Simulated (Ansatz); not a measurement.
# H2Si–B⁺, triplet: the ladder up to full CI

Geometry: that of the H2Si–B, quartet, kept fixed.

```xyz
4

Si    0.0000    0.0000    0.4518
B     0.0000    0.0000   -1.4188
H     0.0000    1.2127    1.3144
H     0.0000   -1.2127    1.3144
```

Basis 6-31G; Ansatz 0.2.0. Only valence electrons are correlated (noble-gas cores frozen), which leaves 8 electrons in 20 orbitals. Prefix R: restricted or restricted open-shell reference; prefix U: unrestricted. Active spaces: valence = (8e, 10o) chosen from the atoms' valence shells.

Full CI is exact within this basis and frozen core; it isn't the basis-set limit. The frozen core follows each run's orbitals, which can shift R against U totals by a few meV.

For open shells CISD and CISDTQ are restricted-active-space CI with the open shells as a complete middle space.

```
UHF ⟨S²⟩                          : 2.003
T1 diagnostic (RCCSD)             : 0.0292
largest doubles amplitude (RCCSD) : 0.068
T1 diagnostic (UCCSD)             : 0.0254
```

```json
{"level": "RHF", "E − E(full CI) (kcal/mol)": "59.50", "share of correlation (%)": "0.00", "wall time": "–"}
{"level": "UHF", "E − E(full CI) (kcal/mol)": "59.12", "share of correlation (%)": "0.64", "wall time": "–"}
{"level": "RMP2", "E − E(full CI) (kcal/mol)": "19.29", "share of correlation (%)": "67.58", "wall time": "–"}
{"level": "UMP2", "E − E(full CI) (kcal/mol)": "19.07", "share of correlation (%)": "67.94", "wall time": "–"}
{"level": "CISD", "E − E(full CI) (kcal/mol)": "4.46", "share of correlation (%)": "92.50", "wall time": "0.57 s"}
{"level": "RCCSD", "E − E(full CI) (kcal/mol)": "2.01", "share of correlation (%)": "96.63", "wall time": "–"}
{"level": "UCCSD", "E − E(full CI) (kcal/mol)": "1.97", "share of correlation (%)": "96.69", "wall time": "–"}
{"level": "RCCSD(T)", "E − E(full CI) (kcal/mol)": "0.69", "share of correlation (%)": "98.84", "wall time": "0.9 s"}
{"level": "UCCSD(T)", "E − E(full CI) (kcal/mol)": "0.68", "share of correlation (%)": "98.86", "wall time": "1.3 s"}
{"level": "BCCD(T)", "E − E(full CI) (kcal/mol)": "0.64", "share of correlation (%)": "98.93", "wall time": "1.3 s"}
{"level": "RCCSDT", "E − E(full CI) (kcal/mol)": "0.08", "share of correlation (%)": "99.86", "wall time": "–"}
{"level": "UCCSDT", "E − E(full CI) (kcal/mol)": "0.08", "share of correlation (%)": "99.87", "wall time": "–"}
{"level": "CISDTQ", "E − E(full CI) (kcal/mol)": "0.12", "share of correlation (%)": "99.79", "wall time": "4.9 s"}
{"level": "RCCSDT(Q)", "E − E(full CI) (kcal/mol)": "0.02", "share of correlation (%)": "99.96", "wall time": "3.7 s"}
{"level": "UCCSDT(Q)", "E − E(full CI) (kcal/mol)": "0.02", "share of correlation (%)": "99.97", "wall time": "3.2 s"}
{"level": "RCCSDTQ", "E − E(full CI) (kcal/mol)": "0.00", "share of correlation (%)": "99.99", "wall time": "34 s"}
{"level": "CASSCF (valence space)", "E − E(full CI) (kcal/mol)": "12.38", "share of correlation (%)": "79.19", "wall time": "–"}
{"level": "NEVPT2 (valence space)", "E − E(full CI) (kcal/mol)": "3.39", "share of correlation (%)": "94.31", "wall time": "3.2 s"}
{"level": "MRCISD (valence space)", "E − E(full CI) (kcal/mol)": "0.30", "share of correlation (%)": "99.49", "wall time": "–"}
{"level": "MRCISD+Q (valence space)", "E − E(full CI) (kcal/mol)": "0.14", "share of correlation (%)": "99.77", "wall time": "8 s"}
```

The correlation energy at full CI, counted from RHF, is -2.580 eV. That run took 49 s on 1 thread of Intel Xeon Platinum 8488C, shared host over 5,855,680 determinants.

Times hold each run's SCF and search for its determinant on a shared host, so for small cases they say little of a method's own cost; they ran on 1 thread of Intel Xeon Platinum 8488C.

The full-CI state has the irrep B1 of C2v, in the program's axes.

Natural occupations of full CI about the gap: 1.971 1.951 1.940 0.991 0.980 0.041 0.038 0.033 0.018 0.017; effectively unpaired electrons, Σ n²(2−n)², 2.04.
